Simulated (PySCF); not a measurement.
# What the low excited states add to the polarisability

AlCl₂H.
Geometry (PBE0-D3(BJ)/def2-SVP, Å), atoms numbered from 1 in this order:
```
atom  x, y, z in Å
Al1   -0.079   -0.127   -0.001
Cl2    2.013   -0.144    0.019
Cl3   -1.036    1.734   -0.021
H4    -0.897   -1.463    0.004
```

Level of theory: TDDFT wB97X-D/def2-SVPD, vertical, gas phase, core orbitals frozen in the response (PySCF).

Excitation energies and transition dipoles (atomic units, axes of the coordinates) of those of the lowest 15 singlets that add 0.02 au or more to the mean polarisability:

```csv
state,ΔE (hartree),μx,μy,μz
S1,0.2445,0.005,0.002,-0.291
S3,0.2690,-0.303,0.185,-0.004
S4,0.2804,0.520,-0.320,0.007
S5,0.2835,-0.164,-0.270,0.006
S7,0.2898,-0.048,-0.081,-0.163
S8,0.2904,-0.470,-0.767,0.008
S9,0.3047,-0.012,-0.001,0.891
S11,0.3245,-0.195,-0.328,-0.003
S12,0.3355,-0.535,0.319,-0.007
S14,0.3454,1.009,-0.609,0.013
S15,0.3476,0.776,-0.478,0.010
```

Task: What does each state add to αxx, αyy and αzz, and how do the sums compare with the full static tensor?

Result: Each state adds 2 μα² / ΔE.

```
        state  αxx (au)  αyy (au)  αzz (au)
           S1      0.00      0.00      0.69
           S3      0.68      0.25      0.00
           S4      1.93      0.73      0.00
           S5      0.19      0.51      0.00
           S7      0.02      0.05      0.18
           S8      1.52      4.05      0.00
           S9      0.00      0.00      5.21
          S11      0.23      0.66      0.00
          S12      1.71      0.61      0.00
          S14      5.89      2.15      0.00
          S15      3.47      1.32      0.00
all 15 states      15.7      10.4       6.1
full response      58.3      54.2      43.0
    share (%)        27        19        14
```

The rest comes from the higher roots of the same response equations.

Task: Give the full tensor and its principal values.

Result: In au, rows and columns x, y, z:
```
x   58.3 -4.1  0.2
y   -4.1 54.2 -0.1
z    0.2 -0.1 43.0
```
Principal values 43.0, 51.7 and 60.8 au; mean 51.8 au (7.68 Å³).

Task: By how much does the contribution of these states grow at 1064 nm?

Result: With ω = 0.0428 hartree each state's term in the mean polarisability goes from f / ΔE² to f / (ΔE² − ω²), f = (2/3) ΔE |μ|²; the sum over all 15 states goes from 10.70 to 10.91 au, a rise of 0.20 au.
